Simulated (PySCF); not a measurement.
Molecule: monofluorosilane (SMILES F[SiH3]).

Molfile (atoms numbered from 1):
```
FH3Si
     RDKit          3D

  5  4  0  0  0  0  0  0  0  0999 V2000
    1.5719   -0.0543   -0.2225 F   0  0  0  0  0  0  0  0  0  0  0  0
   -0.0367    0.0025   -0.0013 Si  0  0  0  0  0  4  0  0  0  0  0  0
   -0.4921    1.4059   -0.2014 H   0  0  0  0  0  0  0  0  0  0  0  0
   -0.3431   -0.4484    1.3845 H   0  0  0  0  0  0  0  0  0  0  0  0
   -0.6829   -0.9000   -0.9938 H   0  0  0  0  0  0  0  0  0  0  0  0
  1  2  1  0
  2  3  1  0
  2  4  1  0
  2  5  1  0
M  END
```

Geometry PBE0-D3(BJ)/def2-SVP throughout; GIAO in PySCF 2.14.0 with density-fitted response routines, gas phase, one conformer, non-relativistic; equivalent atoms averaged; functional PBE0.

A run gave: F1 -235.0, Si2 -16.2, H3/H4/H5 5.21 ppm (shifts δ (against CFCl3, TMS at the same level)).

Problem. Which basis set was used in that run?
A. STO-3G
B. 6-31G
C. pcSseg-2
D. pcSseg-1

Solution. C. F1 tells them apart best: pcSseg-2 gives -235.0, 6-31G gives -281.3, pcSseg-1 gives -242.9, STO-3G gives -250.1 ppm.
